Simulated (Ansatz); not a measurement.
# C3HO radical (SMILES [CH]=C=C=O): a short trajectory

The task is to watch the atoms for 80 steps of 0.5 fs, started with velocities for 300 K and run with a Nosé-Hoover thermostat.

The runs use Ansatz 0.2.0, Gaussian basis; PBE0-D4/cc-pVDZ, unrestricted.

2 further runs of the same task are left out: 2 that didn't finish.

### Step 1. The starting structure

5 atoms, charge 0, spin multiplicity 2.

Atoms are counted from 1 here; the program's logs count them from 0.

Bond lengths: C1–C2 1.252 Å, C1–H5 1.057 Å, C2–C3 1.300 Å, C3–O4 1.172 Å. Angles: C2–C1–H5 146.6°, C1–C2–C3 162.3°, C2–C3–O4 169.4°.

Coordinates:

```xyz
5

C    -0.22353    1.25581   -0.27406
C    -0.06195    0.03464   -0.05048
C     0.40212   -1.08962    0.40837
O     0.66477   -2.19299    0.70284
H    -0.78141    1.99216   -0.78666
```

### Step 2. Dynamics

The input, md/in.yaml:

```yaml
crystal:
  periodic: [false, false, false]
  atoms:
    - {symbol: C, position_ang: [-0.223530, 1.255810, -0.274060]}
    - {symbol: C, position_ang: [-0.061950, 0.034640, -0.050480]}
    - {symbol: C, position_ang: [0.402120, -1.089620, 0.408370]}
    - {symbol: O, position_ang: [0.664770, -2.192990, 0.702840]}
    - {symbol: H, position_ang: [-0.781410, 1.992160, -0.786660]}
basis:
  gaussian: {orbitals: cc-pVDZ}
magnetization: {spin_polarized: true, initial_magnetization: 1}
hamiltonian: {xc: pbe0, dispersion: d4}
md: {n_steps: 80, timestep: 0.5, temperature: 300, ensemble: nvt_nose_hoover, seed: 918, initial_velocities: maxwell_boltzmann}
```

Run with:

```
$ ansatz run in.yaml --threads 2 --pin off --events-out ev --progress --plain --max-ram 3481MiB
```

Before running it: what results should come out? Wanted: temperature at the start; mean temperature, second half; lowest and highest potential energy, from the first frame; largest change of potential + kinetic.

The runs gave:

```
                                                 quantity              value
                                                   length  80 steps, 40.0 fs
                                 temperature at the start              300 K
                            mean temperature, second half              189 K
lowest and highest potential energy, from the first frame     -11 and 85 meV
                    largest change of potential + kinetic            3.5 meV
```

**Reading.** The thermostat trades energy with the molecule, so the sum of potential and kinetic energy isn't conserved: it changes by +3 meV over the run. The mean temperature of the second half is still well below the 300 K set. The instant temperature ranges from 89 to 327 K, as energy passes between motion and strain. No bond breaks or forms, judged by distance.
